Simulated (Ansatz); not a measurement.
**The cluster P₃−: a spread of methods and bases**

Aim: run the cluster P₃− under a spread of inputs, and see what each costs and gives.

The runs use Ansatz 0.2.0, Gaussian basis; the settings change from run to run.

## 1. The molecule

An earlier PBE-D4 in a triple-zeta def2 set relaxation fixed the geometry.

3 atoms, charge -1, spin multiplicity 1.

Atoms are counted from 1 here; the program's logs count them from 0.

Bond lengths: P1–P2 1.964 Å, P2–P3 1.964 Å. Angles: P1–P2–P3 180.0°.

## 2. PBE0/def2-TZVPP

This run has multiplicity 3, restricted open-shell orbitals, D3(BJ) dispersion.

File in.yaml:

```yaml
crystal:
  periodic: [false, false, false]
  atoms:
    - {symbol: P, position_ang: [0.170229, 0.481539, 1.896698]}
    - {symbol: P, position_ang: [0.000096, -0.000002, -0.000008]}
    - {symbol: P, position_ang: [-0.170325, -0.481538, -1.896689]}
basis:
  gaussian: {orbitals: def2-TZVPP}
total_charge: -1
magnetization: {spin_polarized: false, initial_magnetization: 2}
hamiltonian: {xc: {name: PBE0}, dispersion: d3bj}
scf: {omitted_lower_state_checks: [starts]}
```

Command:

```bash
$ ansatz run in.yaml --threads 4 --pin off --events-out ev --progress --plain --max-ram 3916MiB
```

The program printed:

```text
Functional definition: PBE0
  name "PBE0"
  cite "Adamo & Barone, J. Chem. Phys. 110, 6158 (1999) doi:10.1063/1.478522"
  cite "Perdew, Burke & Ernzerhof, Phys. Rev. Lett. 77, 3865 (1996) doi:10.1103/PhysRevLett.77.3865"
  parent pbe
  parameter a = 0.25
  parameter kappa = 0.804
  parameter beta = 0.06672455060314922
  exchange = (1 - a)*pbe_x(kappa = kappa, mu = beta*pi^2/3) + a*exact_x
  correlation = pbe_c(beta = beta)
these checks for a lower state are left out or cut short: starts
900 factors; their error is unknown
mean field evaluation 1: about -27854.2884 eV, gradient 1.0e1 eV
mean field evaluation 2: about -27853.6146 eV, gradient 1.8e1 eV
mean field evaluation 4: about -27854.6216 eV, gradient 1.3e-1 eV
mean field evaluation 8: about -27854.6342 eV, gradient 5.3e-2 eV
mean field evaluation 16: about -27854.8527 eV, gradient 2.2e0 eV
mean field -27855.02909320 eV, -1023.6534383583 hartree, gradient 4.3e-6 eV, S^2 2.000000; 0 other end points of the search recorded, 0 dependent functions left out
reference -27855.02911088 eV, -1023.6534390081 hartree; 24, 22 occupied and 102, 104 virtual orbitals, 900 factors
Total energy: -27855.13324798 eV, -1023.6572659757 hartree
Checks for a lower state left out: starts
```

Run time: 5.5 s. Hardware: 4 threads of Arm Neoverse V2, shared host.

## 3. PBE0/def2-TZVPP

This run has unrestricted orbitals, D4 dispersion.

Edit in.yaml of step 2 so:

```diff
@@ -9,4 +9,4 @@
 total_charge: -1
-magnetization: {spin_polarized: false, initial_magnetization: 2}
-hamiltonian: {xc: {name: PBE0}, dispersion: d3bj}
-scf: {omitted_lower_state_checks: [starts]}
+magnetization: {spin_polarized: true, initial_magnetization: 0}
+hamiltonian: {xc: {name: PBE0}, dispersion: d4}
+output: {forces: true}
```

The command is unchanged.

The program printed, cut to the lines that bear on the results:

```text
Functional definition: PBE0
  name "PBE0"
  cite "Adamo & Barone, J. Chem. Phys. 110, 6158 (1999) doi:10.1063/1.478522"
  cite "Perdew, Burke & Ernzerhof, Phys. Rev. Lett. 77, 3865 (1996) doi:10.1103/PhysRevLett.77.3865"
  parent pbe
[...]
900 factors; their error is unknown
[...]
mean field -27857.13944439 eV, -1023.7309923340 hartree, gradient 2.9e-5 eV, S^2 0.000000; 2 other end points of the search recorded, 0 dependent functions left out
[...]
reference -27857.13946191 eV, -1023.7309929778 hartree; 23, 23 occupied and 103, 103 virtual orbitals, 900 factors
Total energy: -27857.25186120 eV, -1023.7351235755 hartree
Atom 0 at     0.170229     0.481539     1.896698 Å, force    -0.059576    -0.169127    -0.666164 eV/Å
Atom 1 at     0.000096    -0.000002    -0.000008 Å, force    -0.000456     0.000008     0.000039 eV/Å
Atom 2 at    -0.170325    -0.481538    -1.896689 Å, force     0.060031     0.169119     0.666125 eV/Å
Dipole moment:     0.000006    -0.000000    -0.000001 e Å
```

It took 1.5 s on 4 threads of Arm Neoverse V2, shared host.

Largest force 0.690 eV/Å, ⟨S²⟩ 0.000.

## 4. wPBEh/ANO-RCC-VTZP

Options: density fitting with cc-pVTZ-jkfit.

File in.yaml:

```yaml
crystal:
  periodic: [false, false, false]
  atoms:
    - {symbol: P, position_ang: [0.170229, 0.481539, 1.896698]}
    - {symbol: P, position_ang: [0.000096, -0.000002, -0.000008]}
    - {symbol: P, position_ang: [-0.170325, -0.481538, -1.896689]}
basis:
  gaussian: {orbitals: ANO-RCC-VTZP, fitting: {mean_field: cc-pVTZ-jkfit}}
total_charge: -1
hamiltonian: {xc: {name: wPBEh}}
output: {forces: true}
```

Launched as before.

The program printed, cut to the lines that bear on the results:

```text
Functional definition: wPBEh
  name "wPBEh"
  cite "Heyd, Scuseria & Ernzerhof, J. Chem. Phys. 118, 8207 (2003) doi:10.1063/1.1564060"
  cite "Krukau, Vydrov, Izmaylov & Scuseria, J. Chem. Phys. 125, 224106 (2006) doi:10.1063/1.2404663"
  cite "Heyd & Scuseria, J. Chem. Phys. 120, 7274 (2004) doi:10.1063/1.1668634"
  cite "Ernzerhof & Perdew, J. Chem. Phys. 109, 3313 (1998) doi:10.1063/1.476928"
  cite "Perdew, Burke & Ernzerhof, Phys. Rev. Lett. 77, 3865 (1996) doi:10.1103/PhysRevLett.77.3865"
  parent pbe
[...]
363 factors; integrals over basis functions are off by at most 2.1e-1 eV
363 factors; integrals over basis functions are off by at most 1.8e-6 eV
[...]
mean field -27926.26093641 eV, -1026.2711603137 hartree, gradient 3.3e-5 eV, S^2 0.000000; 0 other end points of the search recorded, 0 dependent functions left out
[...]
reference -27926.26097868 eV, -1026.2711618668 hartree; 23, 23 occupied and 79, 79 virtual orbitals, 363 factors
Total energy: -27926.26097868 eV, -1026.2711618668 hartree
Relativity: scalar
Atom 0 at     0.170229     0.481539     1.896698 Å, force    -0.040737    -0.115772    -0.456008 eV/Å
Atom 1 at     0.000096    -0.000002    -0.000008 Å, force    -0.000399     0.000007     0.000034 eV/Å
Atom 2 at    -0.170325    -0.481538    -1.896689 Å, force     0.041136     0.115765     0.455973 eV/Å
Dipole moment:    -0.000018     0.000000     0.000002 e Å
```

Run time: 1.2 s. Hardware: 4 threads of Arm Neoverse V2, shared host.

Largest force 0.472 eV/Å.

## 5. SVWN5/ANO-RCC-VTZP

This run has unrestricted orbitals, a point charge of 1.00 e beside it.

Edit in.yaml of step 4 so:

```diff
@@ -7,5 +7,7 @@
 basis:
-  gaussian: {orbitals: ANO-RCC-VTZP, fitting: {mean_field: cc-pVTZ-jkfit}}
+  gaussian: {orbitals: ANO-RCC-VTZP, point_charges: [{charge: 1.00, position_ang: [4.862, -0.004, -0.813]}]}
 total_charge: -1
-hamiltonian: {xc: {name: wPBEh}}
+magnetization: {spin_polarized: true, initial_magnetization: 0}
+hamiltonian: {xc: {name: SVWN5}}
+scf: {omitted_lower_state_checks: [starts]}
 output: {forces: true}
```

The command is unchanged.

The program printed, cut to the lines that bear on the results:

```text
Functional definition: SVWN5
  name "SVWN5"
  cite "Dirac, Proc. Camb. Phil. Soc. 26, 376 (1930) doi:10.1017/S0305004100016108"
  cite "Slater, Phys. Rev. 81, 385 (1951) doi:10.1103/PhysRev.81.385"
  cite "Vosko, Wilk & Nusair, Can. J. Phys. 58, 1200 (1980) doi:10.1139/p80-159"
[...]
987 factors; their error is unknown
[...]
mean field -27835.54176669 eV, -1022.9372923181 hartree, gradient 5.7e-6 eV, S^2 0.000000; 0 other end points of the search recorded, 0 dependent functions left out
[...]
reference -27835.54180526 eV, -1022.9372937354 hartree; 23, 23 occupied and 79, 79 virtual orbitals, 987 factors
Total energy: -27835.54180526 eV, -1022.9372937354 hartree
Relativity: scalar
Atom 0 at     0.170229     0.481539     1.896698 Å, force     0.119186    -0.056143    -0.243905 eV/Å
Atom 1 at     0.000096    -0.000002    -0.000008 Å, force     0.227494     0.028388     0.076120 eV/Å
Atom 2 at    -0.170325    -0.481538    -1.896689 Å, force     0.219563     0.034072     0.100210 eV/Å
Dipole moment:    -0.370189     0.011120     0.105126 e Å
Checks for a lower state left out: starts
```

It took 1.1 s on 4 threads of Arm Neoverse V2, shared host.

Largest force 0.277 eV/Å, ⟨S²⟩ 0.000.

## 6. The runs in one table

```csv
level,charge,multiplicity,geometry,functions,energy (eV),time
PBE0/def2-TZVPP,-1,3,relaxed,126,-27855.133,5.5 s
PBE0/def2-TZVPP,-1,1,relaxed,126,-27857.252,1.5 s
wPBEh/ANO-RCC-VTZP,-1,1,relaxed,102,-27926.261,1.2 s
SVWN5/ANO-RCC-VTZP,-1,1,"relaxed, point charge",102,-27835.542,1.1 s
```

## 7. What came out

| quantity | value |
| --- | --- |
| runs | 4 |
| quickest | SVWN5/ANO-RCC-VTZP, 1.1 s |
| slowest | PBE0/def2-TZVPP, 5.5 s |
| spread of total energies, same state and geometry | 69.0 eV |

Run time spans a factor of 5, from SVWN5/ANO-RCC-VTZP to PBE0/def2-TZVPP. The jobs differ in tasks and options as well as level. Total energies at one charge and spin differ by 69 eV between levels, so only differences within one level mean anything. Some of these runs are scalar-relativistic and others not, which shifts the totals of all-electron atoms past neon by several eV an atom and more; core potentials, where a basis has them, take the core out of the total altogether. At the PBE-D4/def2-TZVPD geometry and in the same state, the sound runs without point charges leave forces up to 0.69 eV/Å (PBE0/def2-TZVPP).
